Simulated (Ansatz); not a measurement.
Mulliken charges of AlH3NS (`[NH2][Al][SH]`) radical from B3LYP/def2-TZVPP in Ansatz (PBE0-D4/def2-TZVP geometry).

```
atom   x (Å)   y (Å)   z (Å)  charge (e)
  N1  -0.910   0.197  -0.977      -0.387
 Al2   0.143  -0.794   0.045       0.304
  S3   1.372   0.308   1.512      -0.282
  H4  -0.981   1.202  -0.933       0.128
  H5  -1.523  -0.168  -1.687       0.129
  H6   1.941  -0.809   1.994       0.108
```

Question: By hand: the dipole of these point charges (1 e Å = 4.8032 D).

Answer: Σ q r = (-0.104, -0.360, -0.156) e Å, of length 0.406 e Å = 1.95 D.

Question: How does the dipole of the full density compare? (Estimate.)

Answer: Ansatz gave: (-0.184, -0.149, -0.217) e Å, 1.54 D; the point charges give 1.27 times that, at 35° from its direction.

Point charges leave out the atoms' own dipoles, such as those of lone pairs, and Mulliken's split depends on the basis, so the two needn't agree.

B3LYP here is the variant with VWN-RPA as its local correlation; programs differ in this.
